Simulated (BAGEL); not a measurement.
# Si2PH7 (SMILES [SiH3]P[SiH3]) at HF/cc-pVDZ (density fitting with qzvpp-jkfit)

Aim: the vertical ionisation energy of Si2PH7 at HF/cc-pVDZ (density fitting with qzvpp-jkfit), from 2 runs. 

Program for the calculation: BAGEL 1.2.2.

3 further runs of the same task are left out: 1 that didn't finish, 2 set aside as unsound or not needed. Runs told in other sessions of the task aren't counted.

### 1 Starting point

Si2PH7 has 10 atoms, charge 0, and is taken as a singlet. SMILES: `[SiH3]P[SiH3]`. Geometry: relaxed at PBE0-D4/def2-TZVP.

Bond lengths: Si1–P2 2.250 Å, P2–Si3 2.250 Å, Si1–H4 1.486 Å, Si1–H5 1.487 Å, Si1–H6 1.486 Å, P2–H7 1.422 Å, Si3–H8 1.486 Å, Si3–H9 1.486 Å, Si3–H10 1.487 Å. Some angles: Si1–P2–Si3 95.8°, Si1–P2–H7 94.6°, Si3–P2–H7 94.6°, P2–Si1–H4 108.7°, P2–Si1–H5 113.6°, P2–Si1–H6 107.4°, P2–Si3–H8 108.7°, P2–Si3–H9 107.4°, P2–Si3–H10 113.6°, H4–Si1–H5 109.0°.

### 2 The energy at HF/cc-pVDZ (density fitting with qzvpp-jkfit)

Contents of hf.json:

```json
{ "bagel": [

{
  "title": "molecule",
  "basis": "cc-pvdz.json",
  "df_basis": "qzvpp-jkfit",
  "angstrom": true,
  "geometry": [
    { "atom": "Si", "xyz": [      -1.293600,       0.739000,      -0.772200 ] },
    { "atom": "P", "xyz": [      -0.480900,      -1.286900,      -0.226900 ] },
    { "atom": "Si", "xyz": [       1.218600,      -0.517700,       1.031000 ] },
    { "atom": "H", "xyz": [      -2.304600,       0.574000,      -1.848800 ] },
    { "atom": "H", "xyz": [      -0.250300,       1.695000,      -1.230100 ] },
    { "atom": "H", "xyz": [      -1.956000,       1.292600,       0.437500 ] },
    { "atom": "H", "xyz": [       0.301300,      -1.417200,      -1.407700 ] },
    { "atom": "H", "xyz": [       2.134200,      -1.647000,       1.338800 ] },
    { "atom": "H", "xyz": [       0.636600,      -0.003100,       2.298000 ] },
    { "atom": "H", "xyz": [       1.994800,       0.571500,       0.380300 ] }
  ]
},

{ "title": "hf" },

{ "title": "print", "file": "orbitals.molden", "orbitals": true }

]}
```

The basis set cc-pVDZ is read from a file made from the Basis Set Exchange's data (not shown).

Launch:

```sh
$ BAGEL_NUM_THREADS=1 BAGEL hf.json > hf.out
```

Standard output:

```text
* using 1 threads per process

  ===============================================================
  ===============================================================

  *** Geometry ***

  { "atom" : "Si", "xyz" : [     -2.444550,      1.396508,     -1.459247 ] },
  { "atom" : "P", "xyz" : [     -0.908769,     -2.431889,     -0.428779 ] },
  { "atom" : "Si", "xyz" : [      2.302820,     -0.978311,      1.948308 ] },
  { "atom" : "H", "xyz" : [     -4.355063,      1.084703,     -3.493726 ] },
  { "atom" : "H", "xyz" : [     -0.472998,      3.203086,     -2.324552 ] },
  { "atom" : "H", "xyz" : [     -3.696304,      2.442660,      0.826755 ] },
  { "atom" : "H", "xyz" : [      0.569374,     -2.678120,     -2.660167 ] },
  { "atom" : "H", "xyz" : [      4.033053,     -3.112379,      2.529965 ] },
  { "atom" : "H", "xyz" : [      1.203000,     -0.005858,      4.342591 ] },
  { "atom" : "H", "xyz" : [      3.769626,      1.079978,      0.718663 ] },

  Number of auxiliary basis functions:      510

  Since a DF basis is specified, we compute 2- and 3-index integrals:
    o Being stored without compression. Storage requirement is 0.032 GB

  Number of basis functions:       89
  Number of electrons      :       50

    * METHOD: MOLECULE                             0.19

  *** RHF ***

  === Nuclear Repulsion ===
   200.8904997527

      * DIIS with orbital gradients will be used.

  === RHF iteration (cc-pvdz.json) ===
      0       -922.58962748          0.00846720           0.06
      1       -922.66644250          0.00294566           0.06
      2       -922.67468119          0.00104586           0.05
      3       -922.67587157          0.00012941           0.05
      4       -922.67590410          0.00003889           0.06
      5       -922.67590720          0.00000949           0.05
      6       -922.67590736          0.00000266           0.06
      7       -922.67590737          0.00000054           0.05
      8       -922.67590737          0.00000015           0.05
      9       -922.67590737          0.00000004           0.05
     10       -922.67590737          0.00000001           0.05
     11       -922.67590737          0.00000000           0.05
    * SCF iteration converged.

    * Permanent dipole moment:
           (   -0.198967,    -0.197354,     0.139545) a.u.

    * METHOD: HF                                   0.79

    * METHOD: PRINT                                0.01

  ===============================================================
```

Run time: 1.2 s. Hardware: 1 thread of AMD EPYC 9R45 (Zen 5), shared host; peak memory 0.13 GiB.

### 3 The doublet cation, same level

Contents of calc.json:

```json
{ "bagel" : [

{
  "title" : "molecule",
  "basis" : "cc-pvdz.json",
  "df_basis" : "qzvpp-jkfit",
  "angstrom" : true,
  "geometry" : [
    { "atom" : "Si", "xyz" : [   -1.293600,    0.739000,   -0.772200 ] },
    { "atom" : "P", "xyz" : [   -0.480900,   -1.286900,   -0.226900 ] },
    { "atom" : "Si", "xyz" : [    1.218600,   -0.517700,    1.031000 ] },
    { "atom" : "H", "xyz" : [   -2.304600,    0.574000,   -1.848800 ] },
    { "atom" : "H", "xyz" : [   -0.250300,    1.695000,   -1.230100 ] },
    { "atom" : "H", "xyz" : [   -1.956000,    1.292600,    0.437500 ] },
    { "atom" : "H", "xyz" : [    0.301300,   -1.417200,   -1.407700 ] },
    { "atom" : "H", "xyz" : [    2.134200,   -1.647000,    1.338800 ] },
    { "atom" : "H", "xyz" : [    0.636600,   -0.003100,    2.298000 ] },
    { "atom" : "H", "xyz" : [    1.994800,    0.571500,    0.380300 ] }
  ]
},
{
  "title" : "uhf",
  "charge" : 1,
  "nopen" : 1
},
{
  "title" : "print",
  "file" : "orbitals.molden",
  "orbitals" : true
}

]}
```

The basis set cc-pVDZ is read from a file made from the Basis Set Exchange's data (not shown).

Launch:

```sh
$ BAGEL_NUM_THREADS=1 BAGEL calc.json > calc.out
```

Standard output:

```text
* using 1 threads per process

  ===============================================================
  ===============================================================

  *** Geometry ***

  { "atom" : "Si", "xyz" : [     -2.444550,      1.396508,     -1.459247 ] },
  { "atom" : "P", "xyz" : [     -0.908769,     -2.431889,     -0.428779 ] },
  { "atom" : "Si", "xyz" : [      2.302820,     -0.978311,      1.948308 ] },
  { "atom" : "H", "xyz" : [     -4.355063,      1.084703,     -3.493726 ] },
  { "atom" : "H", "xyz" : [     -0.472998,      3.203086,     -2.324552 ] },
  { "atom" : "H", "xyz" : [     -3.696304,      2.442660,      0.826755 ] },
  { "atom" : "H", "xyz" : [      0.569374,     -2.678120,     -2.660167 ] },
  { "atom" : "H", "xyz" : [      4.033053,     -3.112379,      2.529965 ] },
  { "atom" : "H", "xyz" : [      1.203000,     -0.005858,      4.342591 ] },
  { "atom" : "H", "xyz" : [      3.769626,      1.079978,      0.718663 ] },

  Number of auxiliary basis functions:      510

  Since a DF basis is specified, we compute 2- and 3-index integrals:
    o Being stored without compression. Storage requirement is 0.032 GB

  Number of basis functions:       89
  Number of electrons      :       50

    * METHOD: MOLECULE                             0.20

  *** Open-shell HF ***

  === Nuclear Repulsion ===
   200.8904997527

      * DIIS with orbital gradients will be used.

  === UHF iteration (cc-pvdz.json) ===
      0       -922.20586370          0.02201182           0.11
      1       -922.34080132          0.00784462           0.11
      2       -922.35799138          0.00267529           0.11
      3       -922.36046136          0.00108676           0.11
      4       -922.36109342          0.00025845           0.11
      5       -922.36115779          0.00010527           0.11
      6       -922.36117790          0.00003256           0.12
      7       -922.36118257          0.00001710           0.11
      8       -922.36118477          0.00000418           0.11
      9       -922.36118494          0.00000184           0.11
     10       -922.36118498          0.00000073           0.12
     11       -922.36118498          0.00000028           0.11
     12       -922.36118498          0.00000012           0.11
     13       -922.36118498          0.00000006           0.11
     14       -922.36118498          0.00000004           0.11
     15       -922.36118498          0.00000002           0.11
     16       -922.36118498          0.00000001           0.10
     17       -922.36118498          0.00000000           0.11
    * SCF iteration converged.

    * S^2 (UHF) is 0.7610

    * Permanent dipole moment:
           (    0.029035,     0.542579,     0.337526) a.u.

    * METHOD: UHF                                  2.11

    * METHOD: PRINT                                0.01

  ===============================================================
```

It took 2.5 s on 1 thread of AMD EPYC 9R45 (Zen 5), shared host; peak memory 0.13 GiB.

### 4 Summary of results

At HF/cc-pVDZ (density fitting with qzvpp-jkfit):

| quantity | value |
| --- | --- |
| singlet Si2PH7: total energy | -922.67591 Eh |
| singlet Si2PH7: dipole moment | 0.80 D |
| singlet Si2PH7: HOMO energy | -9.90 eV |
| singlet Si2PH7: LUMO energy | 3.47 eV |
| singlet Si2PH7: HOMO–LUMO gap | 13.37 eV |
| doublet cation: total energy | -922.36118 Eh |
| doublet cation: ⟨S²⟩ | 0.761 |
| vertical ionisation energy (to the doublet cation) | 8.564 eV |

The vertical ionisation energy comes to 8.56 eV (826 kJ/mol). The negative HOMO energy of the first species, 9.90 eV, lies 1.34 eV above that difference.
